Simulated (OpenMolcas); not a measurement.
**How the cost of ROMP2 grows with the basis: doublet [SiO2]+**

[SiO2]+: 3 atoms, total charge +1, spin state doublet. As SMILES of the parent species, `O=[Si]=O`. The shape is that of a GFN2-xTB optimisation. That shape belongs to the parent species and isn't relaxed for this state.

ROMP2, 7 core orbitals frozen, energy, OpenMolcas 26.06, on 1 thread of Arm Neoverse V1, shared host. N is the number of basis functions, t the processor time.

| basis | N | t (s) | ln N | ln t |
| --- | --- | --- | --- | --- |
| cc-pVDZ | 46 | 5.3 | 3.829 | 1.668 |
| cc-pCVDZ | 63 | 9.7 | 4.143 | 2.272 |
| cc-pVTZ | 94 | 26 | 4.543 | 3.258 |
| cc-pCVTZ | 145 | ? | 4.977 | ? |

Fit t = C·Nᵖ to the known rows and estimate the time in cc-pCVTZ.


1. Means of the 3 rows: ln N = 4.17167, ln t = 2.3993.
2. Σ(Δln N)² = 0.25613, Σ(Δln N·Δln t) = 0.57311, so the slope is 0.57311/0.25613 = 2.2376.
3. Intercept: 2.3993 − (2.2376) × 4.17167 = -6.9352. The largest residual of the fit is 0.063.
4. ln t = -6.9352 + 2.2376 × 4.977, so t ≈ 67 s.

The run took 140 s, so the estimate is too short by a factor of about 2.1. The fitted power is 2.2, with the electron count fixed. Fixed start-up costs flatten the line at the short runs, so it runs low for the long one.
